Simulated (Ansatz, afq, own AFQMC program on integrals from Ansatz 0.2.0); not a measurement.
# Where AFQMC and coupled cluster stand for CH6ClGeSi, doublet

```tsv
atom	x (Å)	y (Å)	z (Å)
C	-0.8119	-1.2621	0.9731
Si	0.5919	-0.5520	-0.0601
Cl	0.7782	-1.7174	-1.7881
Ge	0.2523	1.7121	-0.7455
H	-0.9435	-0.6717	1.8934
H	-0.5965	-2.3044	1.2542
H	-1.7559	-1.2453	0.4039
H	0.1558	2.6185	0.4980
H	1.4401	2.1738	-1.6061
H	-1.0461	1.8648	-1.5666
```

Basis def2-SVP. Noble-gas cores (and the filled d shells of Ga–Kr and In–Xe) are frozen. Ansatz 0.2.0 and our own AFQMC program on the same integrals; the CISD trial comes from CCSD amplitudes, and released means the phaseless constraint is let go. ± is one standard error of the sampling. No spin–orbit coupling.

Determinant: UHF, the one that the program's search chose, which needn't be the lowest solution. The geometry is a PBE0/def2-SVP stationary point of this or a neighbouring charge and spin state.

No full CI on the walks' own integrals is used here. The released AFQMC energy serves as the reference, which it does only where one determinant dominates, the energy is flat over the last release times and near the phaseless one (40 meV or 2 meV an electron, half that with transition metals). On small molecules, where full CI could be run and the noise was under 10 meV, such values lay within 10 meV of it in 19 cases of 20, a flattering rate, since the rule was set on those same cases; what remains of the bias isn't in the error bar.

Cautions: no relativity below Rb; no spin-orbit coupling; inner d shell frozen; the released value is read at 0.90 1/Eh with a noise of 10 meV, more than in the cases checked (meV from the phaseless value at times in 1/Eh: -17 ± 11 at 0.21, -27 ± 8 at 0.42, -28 ± 10 at 0.63, -32 ± 10 at 0.90).

```
T1 diagnostic                               : 0.0122
weight of the determinant in the CISD state : 0.798
⟨S²⟩ of the determinant                     : 0.756
size of the correlated space                : 25 electrons in 87 orbitals
```

```csv
level,correlation energy (eV)
MP2,-12.3719
CCSD,-14.0370
CCSD(T),-14.4143
```

Q: Estimate where phaseless AFQMC with a CISD trial lies against CCSD(T) on the same integrals.

A: 5.4 ± 0.9 kJ/mol below CCSD(T).

Reference: AFQMC with the constraint released, correlation energy -14.503 ± 0.010 eV.

| level | E − E(reference) (kJ/mol) | share of correlation (%) |
| --- | --- | --- |
| CCSD(T) | 8.5 ± 1.0 | 99.39 |
| ph-AFQMC/CISD | 3.1 ± 1.3 | 99.78 |

Released energies are given only where the last usable release times agree within the noise; a slower fall can still hide under it.
